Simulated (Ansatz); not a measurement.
A run of Ansatz (development build ahead of 0.2.0) on singlet CH4O at this shape:

```tsv
atom	x (Å)	y (Å)	z (Å)
C	-0.0545	0.6581	0.0000
O	-0.0545	-0.7649	0.0000
H	-1.1003	0.9635	0.0000
H	0.8712	-1.0548	0.0000
H	0.4519	1.0930	0.9324
H	0.4519	1.0930	-0.9324
```

Its results:

```yaml
Converged: yes
Reference_energy: -115.08414 hartree
Correlation_energy: -0.46360 hartree
Total_energy: -115.54774 hartree
Spin_squared_of_the_determinant: 0.000
Stability_test: minimum among restricted orbitals
T1_diagnostic: 0.009
Occupied_orbitals_by_symmetry_in_an_Abelian_subgroup_alpha;_beta: 7 A' 2 A''; 7 A' 2 A''
```

Task: Which input gives this output? Name the method, the orbitals and the basis set, and write the input.

Result: RHF-CCSD(T) in cc-pVTZ. An unrestricted run that stays on the closed shell gives the same numbers.

```yaml
crystal:
  periodic: [false, false, false]
  atoms:
    - { symbol: C, position_ang: [-0.05449, 0.65807, 0.0] }
    - { symbol: O, position_ang: [-0.05449, -0.76487, 0.0] }
    - { symbol: H, position_ang: [-1.10035, 0.96346, 0.0] }
    - { symbol: H, position_ang: [0.87117, -1.05478, 0.0] }
    - { symbol: H, position_ang: [0.45186, 1.09302, 0.93243] }
    - { symbol: H, position_ang: [0.45186, 1.09302, -0.93243] }
basis:
  gaussian: { orbitals: cc-pVTZ }
hamiltonian:
  xc: hf
correlation:
  method: ccsd_t
  frozen_orbitals: { C: 1, H: 0, O: 1 }
```
